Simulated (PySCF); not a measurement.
Molecule: `CC(F)(F)F`, C2H3F3.

Atoms are numbered as in `[CH3:1][C:2]([F:3])([F:4])[F:5]`. Hydrogens are named by the atom that carries them.

Geometry PBE0-D3(BJ)/def2-SVP throughout; GIAO in PySCF, gas phase, one conformer, non-relativistic; equivalent atoms averaged; functional PBE0.

Question: How do the shifts δ (against TMS, CFCl3 at the same level) depend on the basis set? (ppm; last column core-seconds on shared hosts with different chips, so compare them loosely)

Answer: 
```csv
basis set,functions,C2,C1,F3/F4/F5,H(C1),core-s
STO-3G,28,96.5,16.0,-94.5,1.06,1.2
6-31G,51,130.0,22.0,-87.3,1.66,2.6
pcSseg-0,51,148.0,26.5,-81.0,2.23,2.6
6-31G*,76,123.7,20.8,-77.9,1.41,3.7
def2-SVP,85,127.6,19.3,-63.7,1.40,4.3
cc-pVDZ,85,126.7,21.1,-74.4,1.33,4.7
pcSseg-1,100,130.9,22.2,-76.3,1.65,3.4
aug-cc-pVDZ,142,126.7,20.4,-70.4,1.71,8.2
"6-311+G(2d,p)",153,130.0,21.1,-75.8,1.65,9.2
def2-TZVP,173,133.6,21.3,-72.1,1.59,12
cc-pVTZ,192,132.2,21.0,-71.7,1.57,13
IGLO-III,205,134.7,21.9,-73.6,1.67,13
pcSseg-2,222,135.9,22.0,-74.2,1.62,14
```

Question: Which nucleus moves most, in ppm?

Answer: C2 (CF3 carbon): from 96.5 ppm with STO-3G to 148.0 ppm with pcSseg-0. The smallest spread is 1.17 ppm, at H(C1). Proton shifts span only some 12 ppm, so a few tenths of a ppm matter as much there as several ppm in carbon.

Question: Taking the largest basis, pcSseg-2 (222 functions), as the yardstick, rank the others by their worst heavy-atom deviation.

Answer: IGLO-III 1.3 ppm (205 functions), def2-TZVP 2.3 ppm (173 functions), cc-pVTZ 3.7 ppm (192 functions), pcSseg-1 5.0 ppm (100 functions), 6-311+G(2d,p) 5.9 ppm (153 functions), aug-cc-pVDZ 9.2 ppm (142 functions), cc-pVDZ 9.3 ppm (85 functions), def2-SVP 10.5 ppm (85 functions), pcSseg-0 12.0 ppm (51 functions), 6-31G* 12.2 ppm (76 functions), 6-31G 13.1 ppm (51 functions), STO-3G 39.4 ppm (28 functions).

A small basis that lands close on one nucleus may do so by chance; judge by the trend and by all nuclei.
